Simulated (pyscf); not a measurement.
This saddle point was located with ωB97X-D3(BJ)/def2-SVP in PySCF.

```
Si
O 1 1.6481
H 2 0.9719 1 111.06
H 1 1.4978 2 124.43 3 -70.37
O 1 1.9122 4 112.95 2 -142.25
H 5 0.9701 1 118.09 4 -52.93
H 5 1.0299 6 113.34 1 -112.62
Cl 7 1.8638 5 132.82 6 130.77
```
Charge 0, spin multiplicity 2.

Surface: doublet, charge 0. Lowest wavenumbers (cm⁻¹): 239i, 154, 242, 323, 378.

Q: Name the species on either side of this saddle.

A: HO–SiH•–Cl + H₂O ⇌ HO–SiH•–OH + HCl, a four-centre exchange read from left to right: Cl–Si, H–O broken and O–Si, Cl–H formed. At ωB97M-D3(BJ)/def2-TZVP it lies +0.75 eV from the left side and +0.69 eV from the right (each side as separated species at their lowest minima found). On the reactant side the descent ends in a bound adduct, 0.39 eV under the separated species and 1.20 eV under the saddle at ωB97X-D3(BJ)/def2-TZVP. On the product side the descent ends in a complex (not fully relaxed), 0.29 eV under the separated species and 0.95 eV under the saddle at ωB97X-D3(BJ)/def2-TZVP. This is the saddle that the search found; another between the same sides may lie lower.
